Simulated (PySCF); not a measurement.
**What binds to acetylene, and how strongly**

Gas-phase complexes of acetylene, each in one structure from a short search with a few starts, optimised by PBE0-D3(BJ)/def2-SVPD or PBE0-D3(BJ)/def2-TZVPD; other ways of binding may lie lower. Energies in kcal/mol, wB97M-D3(BJ)/def2-TZVPD, counterpoise-corrected (PySCF): interaction is complex less parts frozen as they stand in it, binding adds what it costs to deform them. Contacts are written partner···acetylene; electrostatic, Pauli and orbital are terms of the uncorrected same energy, whose rest is dispersion or correlation.

1 other partner is left out, for which the search missed the form known or expected to bind best.

Frequency runs check only 5 of the 6 structures; these show no clear imaginary mode. 1 further partner within 0.25 kcal/mol of a listed one is not ranked.

Order these partners of acetylene by binding energy, strongest first: bromide, chloromethane, cyanamide, K+, ethylene, methanimine.

K+ (-9.2), bromide (-8.5), cyanamide (-4.6), methanimine (-3.7), chloromethane (-2.3), ethylene (-1.5).
```
      partner  contact  distance (Å)  binding  interaction  electrostatic  Pauli  orbital
           K+    K···C          3.14     -9.2         -9.7           -8.7    4.9     -5.3
      bromide   Br···H          2.44     -8.5         -8.9          -11.3   10.6     -7.6
    cyanamide    H···C          2.58     -4.6         -4.9           -5.6    4.4     -2.1
  methanimine    N···H          2.14     -3.7         -3.9           -6.8    6.5     -2.8
chloromethane   Cl···H          2.66     -2.3         -2.3           -3.2    3.3     -1.2
     ethylene    C···H          2.67     -1.5         -1.6           -2.1    2.2     -0.8
```
